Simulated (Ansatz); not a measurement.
# LiH₂− (singlet): the correlation ladder at angle H2–Li1–H3 = 89.3°, aug-cc-pVTZ

The task here is to estimate one member of a computed series from the others.

Program: Ansatz 0.2.0, Gaussian basis. Level of theory: aug-cc-pVTZ, core rule «outside noble gas», up to 1 orbitals frozen. These are calculated values, not measurements.

Plan: UHF; CCSD(T) on RHF; BCCD(T) on RHF; CCSDT(Q) on RHF; Full CI.

19 further runs of the same task are left out: 7 for a known fault of the program, 8 that didn't finish, 4 set aside as unsound or not needed. Runs told in other sessions of the task aren't counted.

## The geometry

The geometry derives from a PBE0/def2-TZVPD stationary point (not a proven minimum). One angle is set to the value named; bond lengths are kept.

3 atoms, charge -1, spin multiplicity 1.

Atoms are counted from 1 here; the program's logs count them from 0.

Bond lengths: Li1–H2 1.733 Å, Li1–H3 1.733 Å. Angles: H2–Li1–H3 89.3°.

The first run:

Contents of in.yaml:

```yaml
crystal:
  periodic: [false, false, false]
  atoms:
    - {symbol: Li, position_ang: [-0.277433, 0.000000, 0.000000]}
    - {symbol: H, position_ang: [0.955247, 0.000000, -1.217711]}
    - {symbol: H, position_ang: [0.955247, 0.000000, 1.217711]}
basis:
  gaussian: {orbitals: aug-cc-pVTZ}
total_charge: -1
magnetization: {spin_polarized: true, initial_magnetization: 0}
hamiltonian: {xc: hf}
output: {orbitals: {seedname: orbitals}}
```

Started as:

```bash
$ ansatz run in.yaml --threads 1 --pin off --events-out ev --progress --plain --max-ram 2393MiB
```

Steps of the session up to this table: UHF; CCSD(T) on RHF; BCCD(T) on RHF; CCSDT(Q) on RHF; Full CI.

One of the session's tables, all rows but one given; the rest of the session is left out.

```
   method  from FCI (kJ/mol)
      RHF             +208.5
     RMP2              +48.9
    RCCSD               +2.7
 RCCSD(T)               +0.7
  BCCD(T)                  ?
   RCCSDT               +0.1
RCCSDT(Q)                0.0
      FCI                  0
```

Q: Estimate the row for BCCD(T) from the others.

The run gave: from FCI (kJ/mol): +0.8. In the column «from FCI (kJ/mol)» it lies between RCCSD(T) (+0.7) and RCCSD (+2.7).
